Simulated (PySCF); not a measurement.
A PySCF script (with the pyscf-properties extension) for the NMR shieldings of SMILES [NH3+][AlH3-], AlH$_{6}$N, on a GFN2-xTB geometry:

```python
import basis_set_exchange as bse
import numpy as np
from pyscf import gto, dft
from pyscf.prop import nmr

atoms = """
N    -0.962690   -0.115438    0.017595
Al    1.074495    0.129865   -0.027009
H    -1.384126    0.527859    0.684057
H    -1.207362   -1.064295    0.292207
H    -1.366592    0.065299   -0.898800
H     1.095527    1.635446   -0.472539
H     1.399296   -0.968079   -1.101386
H     1.360509   -0.201244    1.481308
"""
names = dict.fromkeys(["N", "Al", "H"], "pcSseg-1")
basis = {el: gto.basis.parse(bse.get_basis(n, elements=[el], fmt="nwchem")) for el, n in names.items()}
mol = gto.M(atom=atoms, basis=basis, charge=0, verbose=0)
mf = dft.RKS(mol, xc="PBE0")
mf.grids.level = 2
mf.grids.alignment = dft.numint.BLKSIZE   # the property module wants whole blocks of grid points
mf.conv_tol = 1e-9
mf.kernel()

calc = nmr.RKS(mf)   # GIAO
C = mf.mo_coeff
Co = C[:, mf.mo_occ > 0]
resp = mf.gen_response(singlet=True, hermi=2)
def vind(x):   # induced exchange potential for any number of trial vectors
    d = np.einsum("pi,xij,qj->xpq", C, 2 * x.reshape(-1, C.shape[1], Co.shape[1]), Co, optimize=True)
    return np.einsum("xpq,pi,qj->xij", resp(d - d.transpose(0, 2, 1)), C, Co, optimize=True).ravel()
mo1, _ = nmr.rhf.solve_mo1(calc, with_cphf=vind)
sigma = calc.kernel(mo1)
for i, s in enumerate(sigma):   # ppm
    w = np.linalg.eigvalsh((s + s.T) / 2)
    print("%2d %-2s iso %8.1f  s11 %8.1f  s22 %8.1f  s33 %8.1f" % (i, mol.atom_pure_symbol(i), w.mean(), *w))
```

Q: What does it print?

A: 
```
 0 N  iso    237.3  s11    220.6  s22    245.6  s33    245.6
 1 Al iso    424.5  s11    420.4  s22    420.7  s33    432.3
 2 H  iso     29.6  s11     24.0  s22     25.2  s33     39.7
 3 H  iso     29.6  s11     24.0  s22     25.2  s33     39.7
 4 H  iso     29.6  s11     24.0  s22     25.2  s33     39.7
 5 H  iso     27.6  s11     24.7  s22     26.6  s33     31.6
 6 H  iso     27.6  s11     24.7  s22     26.6  s33     31.6
 7 H  iso     27.6  s11     24.7  s22     26.6  s33     31.6
```

These numbers come from an equivalent density-fitted implementation of the same equations, which agrees with the script to about 0.01 ppm for H and up to a few tenths of a ppm for heavy atoms, so last digits may differ.

Size and cost of the density-fitted run: 71 basis functions, 3.2 s wall time on 1 thread of an Arm Neoverse V1, shared host.
